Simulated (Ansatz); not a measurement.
Two shapes of singlet H₂F₂.

Shape 1:

```xyz
4

F     0.0302   -0.3499   -1.2142
H     0.0229    0.4116   -0.8069
F     0.0364    0.3756    1.1608
H     0.0004   -0.4963    0.8271
```

Shape 2:

```xyz
4

F     0.0000   -0.4150   -1.2896
H     0.0000    0.4916   -0.8625
F     0.0000    0.4150    1.2896
H     0.0000   -0.4916    0.8625
```

Basis set: cc-pVTZ (spherical functions). Frozen core: 2 orbitals. Charge 0, multiplicity 1.

Computed with Ansatz (development build ahead of 0.2.0); each method stands on the lowest determinant of its kind that the runs found.

Q: Which shape is lower in energy, and by how much in each method?

A:

```tsv
method	E(2) − E(1) (eV)
RHF	0.415
RHF-MP2	0.156
```

Shape 1 is lower.
